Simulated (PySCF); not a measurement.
B3LYP has the VWN-RPA correlation part, as in Gaussian. 

# Cl, SMILES `[Cl]` (charge 0, multiplicity 2)

Level of theory: B3LYP-D3(BJ)/def2-TZVP (PySCF 2.14.0).

- highest occupied spin orbital: -9.27 eV
- dipole moment: 0.000 e·Å
- total energy: -460.1670 Ha
- cost: roughly 2.3 core-seconds

```xyz
1

Cl     0.0000     0.0000     0.0000
```
Charge 0, spin multiplicity 2.
